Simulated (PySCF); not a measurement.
**Energy of Al (aluminium, neutral) between two integer charges**

The 3p alpha orbital of [Ne] 3s2 3p1 is emptied in steps (occupation f), with all orbitals relaxed, ending at [Ne] 3s2. All numbers are calculated (PySCF 2.14, the non-relativistic Hamiltonian (point nucleus), in def2-TZVP (5s5p2d1f, 37 functions)). The exact energy is a straight line in f; departures are measured from the line between the end points of the same method.

```csv
f,UHF (eV),LDA (eV),PBE (eV),PBE0 (eV),r2SCAN (eV),LC-wPBE (eV),BHandHLYP (eV),wB97X (eV),CAM-B3LYP (eV),B3LYP (eV)
1,0.000,0.000,0.000,0.000,0.000,0.000,0.000,0.000,0.000,0.000
0.9,0.029,-0.276,-0.272,-0.198,-0.255,0.000,-0.130,-0.015,-0.105,-0.219
0.7,0.067,-0.649,-0.638,-0.462,-0.591,0.003,-0.303,-0.034,-0.244,-0.511
0.5,0.079,-0.776,-0.760,-0.548,-0.697,0.007,-0.360,-0.038,-0.290,-0.609
0.3,0.065,-0.654,-0.637,-0.457,-0.578,0.009,-0.301,-0.031,-0.242,-0.510
0.1,0.027,-0.281,-0.271,-0.193,-0.243,0.006,-0.129,-0.014,-0.103,-0.218
0,0.000,0.000,0.000,0.000,0.000,0.000,0.000,0.000,0.000,0.000
```

```csv
method,E(f=0) − E(f=1) (eV),−ε at f=1 (eV),−ε at f=0.5 (eV)
UHF,5.595,5.924,5.588
LDA,6.021,2.962,6.003
PBE,6.063,3.043,6.065
PBE0,6.083,3.879,6.097
r2SCAN,6.163,3.329,6.200
LC-wPBE,6.179,6.178,6.198
BHandHLYP,5.893,4.446,5.898
wB97X,5.929,5.754,5.940
CAM-B3LYP,6.000,4.837,6.005
B3LYP,6.013,3.587,6.015
```

Orbital energy along the path (eV):

| f | UHF | LDA | PBE | PBE0 | r2SCAN | LC-wPBE | BHandHLYP | wB97X | CAM-B3LYP | B3LYP |
| --- | --- | --- | --- | --- | --- | --- | --- | --- | --- | --- |
| 1 | -5.924 | -2.962 | -3.043 | -3.879 | -3.329 | -6.178 | -4.446 | -5.754 | -4.837 | -3.587 |
| 0.9 | -5.854 | -3.557 | -3.636 | -4.320 | -3.906 | -6.186 | -4.737 | -5.796 | -5.071 | -4.067 |
| 0.7 | -5.717 | -4.768 | -4.841 | -5.208 | -5.059 | -6.197 | -5.318 | -5.875 | -5.538 | -5.037 |
| 0.5 | -5.588 | -6.003 | -6.065 | -6.097 | -6.200 | -6.198 | -5.898 | -5.940 | -6.005 | -6.015 |
| 0.3 | -5.465 | -7.259 | -7.292 | -6.977 | -7.310 | -6.183 | -6.473 | -5.989 | -6.467 | -6.993 |
| 0.1 | -5.350 | -8.519 | -8.488 | -7.819 | -8.352 | -6.137 | -7.038 | -6.045 | -6.921 | -7.955 |
| 0 | -5.294 | -9.139 | -9.050 | -8.207 | -8.827 | -6.096 | -7.317 | -6.089 | -7.146 | -8.422 |

Reference removal energy between the ground levels: 5.986 eV (measured; NIST Atomic Spectra Database, ionization energies). The calculation has no spin-orbit coupling. UHF lacks correlation.
